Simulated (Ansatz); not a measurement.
**SiH₂: competing structures and spins**

Ansatz 0.2.0, basis cc-pVDZ; geometries are PBE0/def2-TZVP minima. Wave-function levels freeze the cores; HF, MP2 and coupled cluster are restricted for singlets and unrestricted otherwise, Kohn–Sham unrestricted where that lies lower. MRCISD+Q stands on CASSCF in the full valence space. The reference is full CI, exact within the basis. Semilocal and hybrid functionals correlate all electrons outside any core potential and usually lie nearer their basis limit than the reference, so part of their error here is the reference's basis and frozen-core error; RPA and the MP2 part of double hybrids freeze the same cores as the reference. None of these values is a measured one. Energies are electronic, without zero-point terms. The set is small: such energies can lie up to about 0.3 eV from the limit, spin gaps mostly less, so near ties and functionals' places can change in larger sets. No spin–orbit coupling and no scalar relativity. The species are chosen: bound, without strong static correlation by their natural occupations or amplitudes, and with a ladder that closes on the reference, so errors are smaller than for species at large; levels whose determinant breaks symmetry or spin markedly are left out.

A. triplet; Si–H 1.486, angle at Si 119°. Coordinates (Å): Si 0.000 -0.051 0.000; H 0.000 0.707 -1.278; H 0.000 0.707 1.278
B. singlet; Si–H 1.526, angle at Si 91°. Coordinates (Å): Si 0.000 -0.071 0.000; H 0.000 0.996 -1.090; H 0.000 0.996 1.090

Q: From bonding and spin, estimate the order of these in energy at full CI, each at its own geometry.

A: At full CI, above the lowest of those listed: B (0.000 eV), A (0.809 eV).

```tsv
level	A less B (eV)
full CI	0.809
HF	0.185
MP2	0.618
CCSD	0.796
CCSD(T)	0.807
CCSDT(Q)	0.808
MRCISD+Q	0.801
PBE	0.692
RPA-PBE	0.957
```

Every level shown puts the same form lowest.

The geometries are PBE0's, not this basis's own minima.
